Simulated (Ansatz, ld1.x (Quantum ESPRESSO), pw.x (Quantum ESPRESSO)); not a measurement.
## strontium (Sr) (fcc): variants of one RRKJ potential in the solid

ld1.x (Quantum ESPRESSO) 7.5 input, shortened:

```
&input
   title='Sr', zed=38., rel=1, dft='PBE', iswitch=3,
   config='[Kr] 4d0 5s1 5p0'
 /
 &inputp
   pseudotype=2, tm=.false., rho0=0.02, lloc=0,
   nlcc=.false.
 /
3
5P  2  1   0.00   0.00  4.20  4.20  0.0
4D  3  2   0.00   0.00  2.75  2.75  0.0
5S  1  0   1.00   0.00  2.55  2.55  0.0
 &test
   configts(1)='4d0 5s1 5p0'
 /
```

Crystal test: fcc Sr in pw.x 7.5, no spin, 10³ k-points, Fermi–Dirac smearing 0.01 Ry, cutoffs set for each file from its atomic test. The reference is all-electron LAPW (Ansatz 0.2.0) with the same functional, mesh and smearing; V0 and B0 come from Birch–Murnaghan fits to the pressures at five volumes. Errors are pseudo minus all-electron; Δ is the rms difference of the E(V) curves that follow from these fits, minima aligned, over ±6 % about the mean V0. Mesh and smearing are coarse, so the numbers serve the comparison and aren't converged zero-temperature values; the lattice is a test structure that the element need not adopt.

All-electron: a0 = 6.043 Å (V0 = 55.17 Å³/atom), B0 = 11.8 GPa.

Base: The largest radius (4.20 bohr) exceeds half the bond length (4.04 bohr), so the spheres overlap, which is one possible source of error among others. This is a poor potential for the solid. Atomic configuration tests: 2 of 7 tests not solved or not reliable. The logarithmic derivative shows an extra or strongly shifted pseudo pole above the reference energy (s near 0.50 Ry).

2 further variants are left out: they gave no file fit for a test, a broken result, the same result as the base, or pressures whose basis-set error rivals the error shown.

A dash in a converged row means that the minimum lies outside the volumes sampled.

| change | cutoffs (Ry) | pw.x | a0 (Å) | a0 error (%) | B0 error (%) | Δ (meV/atom) | mean pressure error (GPa) |
| --- | --- | --- | --- | --- | --- | --- | --- |
| base | 35/140 | converged | – | – | – | – | -1.13 |
| reference 4d0 5s2 5p0 | 35/140 | converged | – | – | – | – | -0.81 |
| core correction a·sin(br)/r model core inside 2.28 bohr | 50/200 | converged | 6.023 | -0.34 | +5.3 | 1.5 | -0.12 |
| wave 4d (bound): rc 2.75 bohr becomes 4d (bound): rc 3.58 bohr | 35/140 | converged | – | – | – | – | -1.17 |
